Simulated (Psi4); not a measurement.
# One shape, several levels: triplet NH3

Aim: a comparison of 5 runs (UB3LYP/def2-TZVPPD, UBHLYP/def2-TZVPPD, UCAM-B3LYP/def2-TZVPPD, UM06-2X/def2-TZVPPD, UM06-L/def2-TZVPPD) of triplet NH3. 

Program for the calculation: Psi4 1.11.

**1. The molecule**

NH3 has 4 atoms, charge 0, and is taken as a triplet. As SMILES of the parent species, `N`. Geometry: relaxed at PBE0-D4/def2-TZVP. That shape belongs to the parent species and isn't relaxed for this state.

Bond lengths: N1–H2 1.013 Å, N1–H3 1.013 Å, N1–H4 1.013 Å. Angles: H2–N1–H3 107.1°, H2–N1–H4 107.1°, H3–N1–H4 107.1°.

**2. A single-point energy at UB3LYP/def2-TZVPPD (run 1)**

job.json reads:

```json
{
  "schema_name": "qcschema_input",
  "schema_version": 1,
  "molecule": {
    "schema_name": "qcschema_molecule",
    "schema_version": 2,
    "symbols": ["N", "H", "H", "H"],
    "geometry": [-0.13211075, 0.47142998, 0.20962732, 0.92685397, -0.57035714, 1.41574502, -1.67709414, -0.57058391, -0.22470733, 0.88235092, 0.66949217, -1.400665],
    "molecular_charge": 0,
    "molecular_multiplicity": 3,
    "fix_symmetry": "c1"
  },
  "driver": "energy",
  "model": {
    "method": "b3lyp",
    "basis": "def2-TZVPPD"
  },
  "keywords": {
    "reference": "uks",
    "puream": true,
    "e_convergence": 1e-09,
    "d_convergence": 1e-08,
    "scf_type": "pk",
    "dft_radial_points": 99,
    "dft_spherical_points": 590,
    "maxiter": 100
  }
}
```

The run is started by

```
psi4 --qcschema job.json -n 1 --memory 2200MB
```

stdout:

```text
[...]
  Running in c1 symmetry.
[...]
  Nuclear repulsion =   11.949539017705407
[...]
  Multiplicity = 3
[...]
  Nalpha       = 6
  Nbeta        = 4
[...]
    Number of basis functions: 88
[...]
   @UKS iter   1:   -56.28185101408992   -1.08907e-01   4.97617e-03 DIIS/ADIIS
[...]
   @UKS iter   9:   -56.35900937588203   -1.12834e-11   5.55086e-09 DIIS
[...]
   @S^2 Observed:                2.002000965E+00
[...]
  @UKS Final Energy:   -56.35900937588203
   => Energetics <=
    Nuclear Repulsion Energy =             11.9495390177054066
    One-Electron Energy =                 -98.0424323678805223
    Two-Electron Energy =                  36.1192261087105280
    DFT Exchange-Correlation Energy =      -6.3853421344174404
    Empirical Dispersion Energy =           0.0000000000000000
    VV10 Nonlocal Energy =                  0.0000000000000000
    Total Energy =                        -56.3590093758820316
[...]
 Multipole Moments:
 ------------------------------------------------------------------------------------
     Multipole            Electronic (a.u.)      Nuclear  (a.u.)        Total (a.u.)
 ------------------------------------------------------------------------------------
 L = 1.  Multiply by 2.5417464519 to convert [e a0] to [Debye]
 Dipole X            :         -0.2734116            0.2156503           -0.0577613
 Dipole Y            :          0.9756457           -0.7695439            0.2061018
 Dipole Z            :          0.4338220           -0.3421840            0.0916380
 Magnitude           :                                                    0.2328344
[...]
```

The result, in JSON:

```text
{
 "driver": "energy",
 "model": {
  "method": "b3lyp",
  "basis": "def2-TZVPPD"
 },
 "success": true,
 "return_result": -56.35900937588203,
 "properties": {
  "calcinfo_nbasis": 88,
  "calcinfo_nmo": 88,
  "calcinfo_nalpha": 6,
  "calcinfo_nbeta": 4,
  "calcinfo_natom": 4,
  "nuclear_repulsion_energy": 11.949539017705407,
  "return_energy": -56.35900937588203,
  "scf_one_electron_energy": -98.04243236788052,
  "scf_two_electron_energy": 36.11922610871053,
  "scf_xc_energy": -6.38534213441744,
  "scf_dipole_moment": [-0.0577612971963552, 0.206101820287516, 0.09163801107913327],
  "scf_total_energy": -56.35900937588203,
  "scf_iterations": 9
 }
}
```

Wall time 26 s (1 thread of Intel Xeon at 2.50GHz (Skylake/Cascade Lake), shared host); peak memory 0.9 GiB.

**3. Energy and forces at UBHLYP/def2-TZVPPD (run 2)**

job.dat reads:

```
memory 2.2 GB

molecule system {
  0 3
  N     -0.069910     0.249470     0.110930
  H      0.490470    -0.301820     0.749180
  H     -0.887480    -0.301940    -0.118910
  H      0.466920     0.354280    -0.741200
  symmetry c1
}

set {
  reference uks
  puream true
  e_convergence 1e-09
  d_convergence 1e-08
  scf_type pk
  dft_radial_points 99
  dft_spherical_points 590
  maxiter 100
}

e, wfn = gradient("bhhlyp/def2-TZVPPD", return_wfn=True)
oeprop(wfn, "MULLIKEN_CHARGES", "MAYER_INDICES", "DIPOLE", title="BHHLYP")
```

The run is started by

```
psi4 job.dat job.out -n 1
```

job.out:

```text
[...]
  Running in c1 symmetry.
[...]
  Nuclear repulsion =   11.949539011427511
[...]
  Multiplicity = 3
[...]
  Nalpha       = 6
  Nbeta        = 4
[...]
    Number of basis functions: 88
[...]
   @UKS iter   1:   -56.28164206537792   -2.01401e-01   3.43487e-03 DIIS/ADIIS
[...]
   @UKS iter  10:   -56.32011096353844   -1.08855e-11   2.87984e-09 DIIS
[...]
   @S^2 Observed:                2.002880724E+00
[...]
  @UKS Final Energy:   -56.32011096353844
   => Energetics <=
    Nuclear Repulsion Energy =             11.9495390114275111
    One-Electron Energy =                 -98.0181720136760077
    Two-Electron Energy =                  33.8279106048164095
    DFT Exchange-Correlation Energy =      -4.0793885661063491
    Empirical Dispersion Energy =           0.0000000000000000
    VV10 Nonlocal Energy =                  0.0000000000000000
    Total Energy =                        -56.3201109635384398
[...]
  -Total Gradient:
     Atom            X                  Y                   Z
    ------   -----------------  -----------------  -----------------
       1       -0.012982504625     0.046322112785     0.020594986137
       2       -0.013855119750    -0.006929739066    -0.037466033755
       3        0.039779311291    -0.006923615266    -0.003677223777
       4       -0.012941665342    -0.032468715723     0.020548285521
[...]
  Mulliken Charges: (a.u.)
   Center  Symbol    Alpha    Beta     Spin     Total
       1     N     6.48608  2.91575  3.57033 -2.40183
       2     H    -0.16202  0.36142 -0.52344  0.80061
       3     H    -0.16203  0.36142 -0.52345  0.80061
       4     H    -0.16203  0.36142 -0.52345  0.80061
   Total alpha =  6.00000, Total beta =  4.00000, Total charge =  0.00000
  Mayer Bond Indices:
  Total Bond Index:
  Irrep: 1 Size: 4 x 4
[...]
```

Wall time 37 s (1 thread of Intel Xeon at 2.50GHz (Skylake/Cascade Lake), shared host); peak memory 0.9 GiB.

**4. A single-point energy at UCAM-B3LYP/def2-TZVPPD (run 3)**

job.inp reads:

```
memory 2.2 GB

molecule {
  0 3
  N     -0.13211075     0.47142998     0.20962732
  H      0.92685397    -0.57035714     1.41574502
  H     -1.67709414    -0.57058391    -0.22470733
  H      0.88235092     0.66949217    -1.40066500
  units bohr
  symmetry c1
}

set basis def2-TZVPPD
set reference uks
set puream true
set e_convergence 1e-09
set d_convergence 1e-08
set scf_type pk
set dft_radial_points 99
set dft_spherical_points 590
set maxiter 100

energy_value, wavefunction = energy("cam-b3lyp", return_wfn=True)
oeprop(wavefunction, "MULLIKEN_CHARGES", "QUADRUPOLE", "LOWDIN_CHARGES", title="CAM-B3LYP")
print_variables()
```

The run is started by

```
psi4 -n 1 job.inp job.out
```

job.out:

```text
[...]
  Running in c1 symmetry.
[...]
  Nuclear repulsion =   11.949539017705407
[...]
  Multiplicity = 3
[...]
  Nalpha       = 6
  Nbeta        = 4
[...]
    Number of basis functions: 88
[...]
   @UKS iter   1:   -56.27309520350106   -1.71413e-01   4.07162e-03 DIIS/ADIIS
[...]
   @UKS iter  10:   -56.32430042363201   -6.78568e-12   3.71277e-09 DIIS
[...]
   @S^2 Observed:                2.001993284E+00
[...]
  @UKS Final Energy:   -56.32430042363201
   => Energetics <=
    Nuclear Repulsion Energy =             11.9495390177054066
    One-Electron Energy =                 -98.0364069498935606
    Two-Electron Energy =                  35.4287608567532999
    DFT Exchange-Correlation Energy =      -5.6661933481971554
    Empirical Dispersion Energy =           0.0000000000000000
    VV10 Nonlocal Energy =                  0.0000000000000000
    Total Energy =                        -56.3243004236320104
[...]
 Multipole Moments:
 ------------------------------------------------------------------------------------
     Multipole            Electronic (a.u.)      Nuclear  (a.u.)        Total (a.u.)
 ------------------------------------------------------------------------------------
 L = 1.  Multiply by 2.5417464519 to convert [e a0] to [Debye]
 Dipole X            :         -0.2778290            0.2156503           -0.0621787
 Dipole Y            :          0.9914033           -0.7695439            0.2218594
 Dipole Z            :          0.4408287           -0.3421840            0.0986446
 Magnitude           :                                                    0.2506363
 L = 2.  Multiply by 1.3450342976 to convert [e a0^2] to [Debye ang]
 Quadrupole XX       :        -14.2793847            4.5142377           -9.7651469
 Quadrupole XY       :         -0.7740206            0.7906602            0.0166396
[...]
```

It took 35 s on 1 thread of Intel Xeon at 2.50GHz (Skylake/Cascade Lake), shared host; peak memory 0.96 GiB.

Run 4 isn't shown in full; the table further down has it.

**5. A single-point energy at UM06-L/def2-TZVPPD (run 5)**

job.json reads:

```json
{
 "schema_name": "qcschema_input",
 "schema_version": 1,
 "molecule": {
  "schema_name": "qcschema_molecule",
  "schema_version": 2,
  "symbols": ["N", "H", "H", "H"],
  "geometry": [-0.13211075, 0.47142998, 0.20962732, 0.92685397, -0.57035714, 1.41574502, -1.67709414, -0.57058391, -0.22470733, 0.88235092, 0.66949217, -1.400665],
  "molecular_charge": 0,
  "molecular_multiplicity": 3,
  "fix_symmetry": "c1",
  "fix_com": true,
  "fix_orientation": true
 },
 "driver": "energy",
 "model": {
  "method": "m06-l",
  "basis": "def2-TZVPPD"
 },
 "keywords": {
  "reference": "uks",
  "puream": true,
  "e_convergence": 1e-09,
  "d_convergence": 1e-08,
  "scf_type": "pk",
  "dft_radial_points": 99,
  "dft_spherical_points": 590,
  "maxiter": 100,
  "scf_properties": ["DIPOLE", "MULLIKEN_CHARGES", "LOWDIN_CHARGES"]
 }
}
```

The run is started by

```
psi4 --qcschema job.json -n 1 --memory 2200MB
```

stdout:

```text
[...]
  Running in c1 symmetry.
[...]
  Nuclear repulsion =   11.949539017705407
[...]
  Multiplicity = 3
[...]
  Nalpha       = 6
  Nbeta        = 4
[...]
    Number of basis functions: 88
[...]
   @UKS iter   1:   -56.24392538998992   -9.26362e-02   4.97803e-03 DIIS/ADIIS
[...]
   @UKS iter  12:   -56.33074049378712   -3.55271e-12   2.99892e-09 DIIS
[...]
   @S^2 Observed:                2.004535348E+00
[...]
  @UKS Final Energy:   -56.33074049378712
   => Energetics <=
    Nuclear Repulsion Energy =             11.9495390177054066
    One-Electron Energy =                 -98.0092123501440113
    Two-Electron Energy =                  37.5993853259277273
    DFT Exchange-Correlation Energy =      -7.8704524872762365
    Empirical Dispersion Energy =           0.0000000000000000
    VV10 Nonlocal Energy =                  0.0000000000000000
    Total Energy =                        -56.3307404937871183
[...]
 Multipole Moments:
 ------------------------------------------------------------------------------------
     Multipole            Electronic (a.u.)      Nuclear  (a.u.)        Total (a.u.)
 ------------------------------------------------------------------------------------
 L = 1.  Multiply by 2.5417464519 to convert [e a0] to [Debye]
 Dipole X            :          0.7410216           -0.7926645           -0.0516429
 Dipole Y            :         -2.6443060            2.8285610            0.1842550
 Dipole Z            :         -1.1758297            1.2577639            0.0819343
 Magnitude           :                                                    0.2081588
[...]
```

The result, in JSON:

```text
{
 "driver": "energy",
 "model": {
  "method": "m06-l",
  "basis": "def2-TZVPPD"
 },
 "success": true,
 "return_result": -56.33074049378712,
 "properties": {
  "calcinfo_nbasis": 88,
  "calcinfo_nmo": 88,
  "calcinfo_nalpha": 6,
  "calcinfo_nbeta": 4,
  "calcinfo_natom": 4,
  "nuclear_repulsion_energy": 11.949539017705407,
  "return_energy": -56.33074049378712,
  "scf_one_electron_energy": -98.00921235014401,
  "scf_two_electron_energy": 37.59938532592773,
  "scf_xc_energy": -7.8704524872762365,
  "scf_dipole_moment": [-0.05164287873548934, 0.18425495023047933, 0.08193425475623983],
  "scf_total_energy": -56.33074049378712,
  "scf_iterations": 12
 }
}
```

Wall time 68 s (1 thread of Intel Xeon at 2.50GHz (Skylake/Cascade Lake), shared host); peak memory 1.1 GiB.

**6. Overview of the runs**

| run | level | task | energy (Eh) | dipole moment (D) | HOMO energy (eV) | ⟨S²⟩ | wall time |
| --- | --- | --- | --- | --- | --- | --- | --- |
| 1 | UB3LYP/def2-TZVPPD | energy | -56.359009 | 0.59 | -2.71 | 2.002 | 26 s |
| 2 | UBHLYP/def2-TZVPPD | gradient | -56.320111 | 0.63 | -3.21 | 2.003 | 37 s |
| 3 | UCAM-B3LYP/def2-TZVPPD | energy | -56.324300 | 0.64 | -3.64 | 2.002 | 35 s |
| 4 | UM06-2X/def2-TZVPPD | gradient | -56.311031 | 0.79 | -3.41 | 2.004 | 81 s |
| 5 | UM06-L/def2-TZVPPD | energy | -56.330740 | 0.53 | -2.22 | 2.005 | 68 s |

**7. Outcome**

| quantity | value |
| --- | --- |
| run 5: total energy | -56.33074 Eh |
| run 5: dipole moment | 0.53 D |
| run 5: HOMO energy (highest over α and β) | -2.22 eV |
| run 5: ⟨S²⟩ | 2.005 |

The dipole moment (its size) runs from 0.53 D (UM06-L/def2-TZVPPD) to 0.79 D (UM06-2X/def2-TZVPPD). Totals of different functionals can't be ranked against each other. All runs together took 4.1 min, the longest 81 s.
